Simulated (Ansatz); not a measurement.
hcp Zn was calculated with LDA (Ansatz, an electronic-structure program, PAW).

Numerical settings: plane-wave cutoff 500 eV, 36×36×16 k mesh (along the axes of the cell as run), Fermi–Dirac smearing 0.1 eV, scalar-relativistic PAW data made under PBE.

Computed at the level's own relaxed cell.

Question: Estimate the volume per atom, lattice parameter a and lattice parameter c that the calculation returns.

Answer: 
- volume per atom: 13.59 Å³/atom
- lattice parameter a: 2.566 Å
- lattice parameter c: 4.767 Å

Measured, for comparison: lattice constant a 2.665 Å (293 K, no zero-point or thermal correction, our sources range from 2.660 to 2.665; as tabulated in Wikipedia's data pages); lattice parameter c 4.946 Å (293 K, no zero-point or thermal correction; as tabulated in Wikipedia's data pages). Computed (rounded) less measured: lattice constant a -3.7 % (-3.5 % to -3.7 % over the range), lattice parameter c -3.6 %.

Computed values are for the static lattice.

Cost on a shared machine: around 2.0 core-minutes (rough).
